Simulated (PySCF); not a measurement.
Potential energy curve for SMILES P. The P1–H4 bond (P1 also carries H, H; H4 carries nothing else) is pulled apart rigidly from the PBE0/def2-TZVP optimised geometry. Each curve is given relative to its own lowest point near equilibrium.

| R / Å | A | B | C |
|---|---|---|---|
| 1.06 | 67.8 | 64.2 | 67.0 |
| 1.13 | 40.2 | 36.9 | 39.4 |
| 1.22 | 17.9 | 15.3 | 17.1 |
| 1.27 | 10.3 | 8.1 | 9.6 |
| 1.33 | 4.3 | 2.9 | 3.8 |
| 1.37 | 2.0 | 1.0 | 1.6 |
| 1.42 | 0.4 | 0.0 | 0.2 |
| 1.46 | 0.0 | 0.2 | 0.0 |
| 1.51 | 0.4 | 1.3 | 0.7 |
| 1.55 | 1.3 | 2.8 | 1.9 |
| 1.66 | 5.5 | 8.9 | 7.0 |
| 1.77 | 11.4 | 16.8 | 13.9 |
| 1.90 | 19.1 | 27.4 | 23.2 |
| 2.12 | 32.1 | 46.2 | 39.6 |
| 2.36 | 44.2 | 66.2 | 56.3 |
| 2.58 | 52.5 | 83.1 | 69.6 |
| 2.83 | 58.7 | 100.2 | 81.9 |
| 3.13 | 62.8 | 117.7 | 92.4 |
| 3.50 | 65.0 | 135.1 | 99.5 |
| 3.85 | 65.8 | 148.1 | 100.8 |
| 4.22 | 66.1 | 158.7 | 97.5 |
| 4.93 | 66.3 | 172.2 | 82.4 |

Energies in kcal/mol.

Assign the columns to these levels of theory: CASSCF(2,2)/6-31G (PySCF 2.14.0); RHF/6-31G (PySCF 2.14.0); MP2 on RHF/6-31G, 5 core orbitals frozen in PySCF 2.14.0.

A is CASSCF(2,2); B is RHF; C is RMP2.

The restricted form behind RMP2, RHF keeps the bonding electrons paired and can't separate into open-shell fragments. The T1 diagnostic of CCSD on the restricted reference of RMP2 exceeds 0.045 at 3.13 to 4.93 Å.
